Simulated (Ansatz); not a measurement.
Input for Ansatz (a first-principles code): R-PBE/def2-TZVPPD on CHN (SMILES C#N) with ghost functions. Files ending in .json are basis or fitting sets from the Basis Set Exchange.

Ansatz 0.2 input:
```yaml
crystal:
  periodic: [false, false, false]
  atoms:
    - {symbol: H, position_ang: [0.00000000, 0.00000000, -0.59377492]}
    - {symbol: C, position_ang: [0.00000000, 0.00000000, -1.66809824]}
    - {symbol: N, position_ang: [0.00000000, 0.00000000, -2.82525056]}
basis:
  gaussian:
    orbitals: def2-TZVPPD.json
    ghost_atoms:
      - {symbol: H, position_ang: [0.00000000, 0.00000000, 3.85521306]}
      - {symbol: C, position_ang: [0.00000000, 0.00000000, 2.78649976]}
      - {symbol: N, position_ang: [0.00000000, 0.00000000, 1.63150791]}
hamiltonian:
  xc: {name: PBE}
scf: {lower_state_search: off}
```

The head of its log:

```
WARN ansatz: RAYON_NUM_THREADS=2 ignored (pool sized by the plan → 2); use --threads N
Functional definition: PBE
these checks for a lower state are left out or cut short: stability, starts, cluster_reference, orbital_swaps, neighbouring_geometries, increment
integrals: 0.06 GiB planned
797 factors; their error is unknown
mean field: 0.55 GiB planned
mean field evaluation 1: about -2535.5901 eV, gradient 4.7e1 eV
mean field evaluation 2: about -2519.4509 eV, gradient 9.1e1 eV
```

Give the final energy of this run.

-93.3480 hartree.
